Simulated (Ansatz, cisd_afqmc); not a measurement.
Species: OCl, charge 0, doublet. OCl (SMILES Cl[O], doublet).
B3LYP-D3(BJ)/def2-TZVP minimum from Ansatz (a program for electronic structure):
```xyz
2

Cl     0.0000     0.0000    -0.5055
O      0.0000     0.0000     1.0742
```
Charge 0, spin multiplicity 2.

Total energies in aug-cc-pV(D+d)Z, 13 correlated electrons, 6 frozen orbitals. Open shells are spin-unrestricted; no spin-orbit coupling. Cores are frozen in correlated methods. No relativity. AFQMC/CISD: phaseless, guided by CISD from CCSD amplitudes; bars are statistical, one sigma. Outlying blocks are dropped, and bars are widened where a walk drifts. Over all cases where full CI ran beside it in this data, AFQMC minus full CI had a median of +0.1 mEh and passed +0.4 mEh in a tenth of the cases.

```csv
method,program,energy (Eh),minus CCSDT(Q) (mEh)
HF,Ansatz,-534.27325,354.64
MP2,Ansatz,-534.58341,44.48
CCSD,Ansatz,-534.61386,14.02
CCSD(T),Ansatz,-534.62549,2.39
CCSDT(Q),Ansatz,-534.62788,0.00
AFQMC/CISD,cisd_afqmc,-534.6266 ± 0.0004,1.3 ± 0.4
```

Rough core times of Ansatz's runs on a shared machine: CCSD(T) under 20 s, CCSDT(Q) 2 min.
